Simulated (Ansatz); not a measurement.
System: ScTlS2 (P6₃/mmc, No. 194; cell taken from a computed entry). Method: LDA (Ansatz, an electronic-structure program, plane waves, PAW).

Settings: plane-wave cutoff 520 eV, 12×12×4 k mesh (along the axes of the cell as run), Fermi–Dirac smearing 0.01 eV, scalar-relativistic PAW data made under PBE.

Cell (relaxed with PBEsol):

Space group P6₃/mmc (No. 194); a = b = 3.7280 Å, c = 14.7360 Å, α = β = 90.00°, γ = 120.00°

```
atom  site  symmetry       x       y       z
----  ----  --------  ------  ------  ------
Sc      2a      -3m.  0.0000  0.0000  0.0000
Tl      2c      -6m2  0.3333  0.6667  0.2500
S       4f       3m.  0.6667  0.3333  0.0961
```

Q: Give the computed band gap and smallest direct gap on the k points sampled.

A: 
- band gap = 0.71 eV
- smallest direct gap on the k points sampled = 1.46 eV

Note: cell and atoms aren't relaxed at this level (pressure -2.3 GPa); this cell isn't known to be the ambient phase, and symmetry holds it in the calculation.

Spin–orbit coupling is not included; with these elements it can move the gap by several tenths of an eV or more.

The computed numbers hold no vibrational or temperature effects.
